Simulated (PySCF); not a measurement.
# Bonding in 2-methoxypropene

Species: 2-methoxypropene, C4H8O.
SMILES with atom numbers: `[CH2:1]=[C:2]([CH3:3])[O:4][CH3:5]` (hydrogens: H6, H7 on C1; H8, H9, H10 on C3; H11, H12, H13 on C5)

Cartesian coordinates in Å at the GFN2-xTB level; atoms count from 1:
```
atom  x, y, z in Å
C1    -0.3894    1.3273   -0.5220
C2    -0.4339    0.0107   -0.3649
C3    -1.7072   -0.7810   -0.3337
O4     0.6419   -0.8164   -0.2097
C5     1.9222   -0.2387   -0.2087
H6    -1.2987    1.8864   -0.6361
H7     0.5223    1.8951   -0.5445
H8    -2.5671   -0.1309   -0.4542
H9    -1.7856   -1.3135    0.6122
H10   -1.6993   -1.5217   -1.1310
H11    2.6231   -1.0611   -0.0750
H12    2.0359    0.4759    0.6130
H13    2.1314    0.2686   -1.1561
```

Bond orders from the PBE0/pcSseg-1 density (PySCF). Isolated species at its GFN2-xTB geometry (one conformer only).

(1) Where do the orders between heavy atoms depart from those drawn in the SMILES?

(2) Give the Mayer order of every bond, beside its length.

## Answers

(1) The largest departure is 0.151, at C1–C2 (drawn double, 1.849).

(2) 
| bond | drawn as | length (Å) | Mayer order |
| --- | --- | --- | --- |
| C1–C2 | double | 1.327 | 1.849 |
| C2–C3 | single | 1.500 | 1.053 |
| C2–O4 | single | 1.366 | 1.038 |
| O4–C5 | single | 1.405 | 0.912 |
| C1–H6 | single | 1.073 | 0.946 |
| C1–H7 | single | 1.074 | 0.942 |
| C3–H8 | single | 1.085 | 0.965 |
| C3–H9 | single | 1.088 | 0.949 |
| C3–H10 | single | 1.088 | 0.949 |
| C5–H11 | single | 1.089 | 0.972 |
| C5–H12 | single | 1.095 | 0.956 |
| C5–H13 | single | 1.095 | 0.956 |

Bonds between the same two heavy elements. C–C: lowest C2–C3 (1.053, 1.500 Å), highest C1–C2 (1.849, 1.327 Å). C–O: lowest O4–C5 (0.912, 1.405 Å), highest C2–O4 (1.038, 1.366 Å).

Problem. Sum the orders of all bonds at each heavy atom with more than one neighbour and set the sums beside the valence in the SMILES.

Solution. C1 3.737 (drawn 4), C2 3.940 (drawn 4), C3 3.916 (drawn 4), O4 1.950 (drawn 2), C5 3.796 (drawn 4). Orders between atoms that aren't bonded are not in these sums.

Mayer orders depend on the basis set.
